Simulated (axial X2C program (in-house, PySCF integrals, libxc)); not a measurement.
Working with the constants of NaC

A bond curve at the CCSD level, 2c, was computed with an axial X2C code built on PySCF integrals (basis Na dyall-cv3z [9s8p5d2f], C dyall-v3z [7s6p2d1f] (cores contracted in-house)) for the state Ω = 3/2 (⟨Sz⟩ = 1.50, ⟨Lz⟩ = 0.00 at HF). Its fit gives Re = 2.2268 Å, ωe = 448.1 cm⁻¹, ωexe = 3.08 cm⁻¹ and αe = 4.611e-03 cm⁻¹; the masses are 22.9898 and 12.0000 u. Two-component means X2C with spin–orbit coupling and atomic mean-field Coulomb and Gaunt terms.

Correlated methods: 13 electrons correlated (number of frozen shells: Na 1 s; C 1 s), 191 virtual spin orbitals or spinors in MP2, 90 natural virtuals in coupled cluster.

Problem. Find the reduced mass, Be and the force constant.

Solution. From the CCSD values: μ = 7.8845 u. Be = 16.8576/(μ Re²) = 0.4312 cm⁻¹. k = 5.8918×10⁻⁷ μ ωe² = 0.933 mdyn/Å.

Problem. Where do the fundamental and the first overtone lie?

Solution. ν(1←0) = ωe − 2ωexe = 441.9 cm⁻¹; ν(2←0) = 2ωe − 6ωexe = 877.7 cm⁻¹.

Problem. A Morse curve ties αe to the other constants (Pekeris). How well does that hold?

Solution. αe(Morse) = 6Be²/ωe × (√(ωexe/Be) − 1) = 4.164e-03 cm⁻¹; the CCSD curve gives 4.611e-03 cm⁻¹, a ratio of 0.90.

Problem. Estimate De from a Morse curve and compare with the computed well depth of 1.855 eV to Na + C.

Solution. De(Morse) = ωe²/(4ωexe) = 2.021 eV against 1.855 eV computed, a ratio of 1.09. For De the Morse form works well here.

Problem. Estimate the centrifugal constant by the Kratzer relation.

Solution. D = 4Be³/ωe² = 1.60e-06 cm⁻¹.

The state is one determinant whose occupation by symmetry is held fixed; it was picked as the lowest of a PBE0 search that is not exhaustive. Dissociation energies refer to the lowest single-determinant-based atoms at the same level and basis. CCSD ran in a truncated set of natural virtual spinors with an MP2 remainder; without triples it tends to underbind. In 2c an atomic determinant is not the ground J level, so De misses part of the atomic spin–orbit lowering. This holds for CCSD. With several unpaired electrons one determinant need not be a pure state. This is the top spin component of a Σ state; components of lower Ω are not single determinants and can lie lower.
